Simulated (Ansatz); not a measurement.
Working through an active-space calculation of CH₃FSi, SMILES C[Si]F

With Ansatz 0.2.0, Python API.

Notebook, run cell by cell (the value of a cell's last expression is shown):

**Cell 1**
```python
import ansatz as az

GEOMETRY = """
C    -0.30820    0.34550   -0.18170
Si    0.45260   -0.58270    1.14600
F     1.41530   -1.64230    0.45670
H    -0.97240    1.14420    0.21430
H     0.38400    0.91570   -0.81830
H    -0.92920   -0.24440   -0.86320
"""
```

**Cell 2**
```python
geometry = az.Crystal.molecule()
for line in GEOMETRY.strip().splitlines():
    symbol, *xyz = line.split()
    geometry = geometry.atom(symbol, [float(v) for v in xyz])
```

**Cell 3**
```python
calculation = (
    geometry.calculation()
    .basis(gaussian="cc-pVDZ")
    .correlation(active_electrons=4, active_orbitals=4)
)
for method in [None]:
    summary = (calculation if method is None else calculation.correlation(method)).run(threads=1).report
    space = summary["configurations"]
    state = space["states"][0]
    print(method or "casscf", f"total {summary['free_energy_ev'] / 27.211386246:.6f} Ha, active-space state {state['energy']['hartree']:.6f} Ha, mean field {summary['reference_energy_ev'] / 27.211386246:.6f} Ha")
    print("  determinants", state["n_determinants"], " natural occupations", [round(n, 3) for n in space["natural_occupations"]])
print("effectively unpaired electrons, sum of min(n, 2 - n):", round(sum(min(n, 2 - n) for n in space["natural_occupations"]), 3))
```
Output:
```text
casscf total -428.042371 Ha, active-space state -428.042371 Ha, mean field -427.991340 Ha
  determinants 36  natural occupations [1.983, 1.982, 0.018, 0.018]
effectively unpaired electrons, sum of min(n, 2 - n): 0.071
```

Notes:
- Total energies depend on the basis set; only differences at equal settings carry meaning.
- The geometry is a force-field or estimated start, not a minimum of this method, and the basis set is short of its limit. The active space starts as a window about the frontier orbitals and is then optimised, not chosen by chemistry.
- Wall time of the script: 6.3 s on 1 thread of Arm Neoverse V2 (shared host), peak memory 0.17 GiB.
